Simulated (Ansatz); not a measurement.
# AlH+ (doublet): the correlation ladder at distance Al1–H2 = 4.348 Å, cc-pVQZ

Aim: climb from Hartree-Fock through coupled cluster and multireference methods for AlH+ (doublet) at one geometry and basis, and see what each rung misses.

Program: Ansatz 0.2.0, Gaussian basis. Level of theory: cc-pVQZ, core rule «outside noble gas», up to 5 orbitals frozen. These are calculated values, not measurements.

Plan: UHF; CCSD(T) on ROHF; CCSD(T) on UHF; BCCD(T) on ROHF; CCSDT on ROHF; CCSDT on UHF; CASSCF and MRCISD+Q, 3 electrons in 5 orbitals; CASSCF and NEVPT2, 3 electrons in 5 orbitals; Full CI.

27 further runs of the same task are left out: 4 for a known fault of the program, 17 that didn't finish, 6 set aside as unsound or not needed.

## Step 1: What is computed

The geometry derives from a PBE0/def2-TZVP stationary point (not a proven minimum). One bond is set to the value named and the two fragments are kept rigid.

2 atoms, charge 1, spin multiplicity 2.

Atoms are counted from 1 here; the program's logs count them from 0.

No contacts short enough for the rule that draws bonds.

## Step 2: UHF

Contents of in.yaml:

```yaml
crystal:
  periodic: [false, false, false]
  atoms:
    - {symbol: Al, position_ang: [0.000000, 0.000000, 0.000000]}
    - {symbol: H, position_ang: [0.000000, 0.000000, 4.348000]}
basis:
  gaussian: {orbitals: cc-pVQZ}
total_charge: 1
magnetization: {spin_polarized: true, initial_magnetization: 1}
hamiltonian: {xc: hf}
output: {orbitals: {seedname: orbitals}}
```

Launch:

```bash
$ ansatz run in.yaml --threads 1 --pin off --events-out ev --progress --plain --max-ram 2393MiB
```

Further steps of the session: CCSD(T) on ROHF; CCSD(T) on UHF; BCCD(T) on ROHF; CCSDT on ROHF; CCSDT on UHF; CASSCF and MRCISD+Q, 3 electrons in 5 orbitals; CASSCF and NEVPT2, 3 electrons in 5 orbitals; Full CI.

Before running them: what should the planned runs give, taken together? Wanted: FCI below the RHF energy; RMP2 from FCI; UMP2 from FCI; RCCSD from FCI; RCCSD(T) from FCI; UCCSD(T) from FCI; NEVPT2 valence from FCI; MRCISD+Q valence from FCI; T1 diagnostic.

As calculated:

```
                         quantity                                                                                                        value
         FCI below the RHF energy                                                                                                   -1.0962 eV
                    RMP2 from FCI                                                                                                 +29.2 kJ/mol
                    UMP2 from FCI                                                                                                 +29.2 kJ/mol
                   RCCSD from FCI                                                                                                   0.0 kJ/mol
                RCCSD(T) from FCI                                                                                                   0.0 kJ/mol
                UCCSD(T) from FCI                                                                                                   0.0 kJ/mol
          NEVPT2 valence from FCI                                                                                                  +2.5 kJ/mol
        MRCISD+Q valence from FCI                                                                                                  +0.4 kJ/mol
levels within 1 kcal/mol (43 meV)  RCCSD, UCCSD, RCCSD(T), UCCSD(T), BCCD(T), RCCSDT, UCCSDT, NEVPT2 valence, MRCISD valence, MRCISD+Q valence
                    T1 diagnostic                                                                                                        0.008
   effectively unpaired electrons                                                                                                         1.06
```

What this shows: RCCSD(T) lands 0.0 kJ/mol from the yardstick (0.0 % of the correlation energy). One determinant dominates. Of the multireference levels listed MRCISD+Q valence comes nearest in total energy (+0.4 kJ/mol), which doesn't show that its space is the better one. These misses are within one basis, not against nature; the frozen cores of restricted and unrestricted runs differ, which can shift their rows.
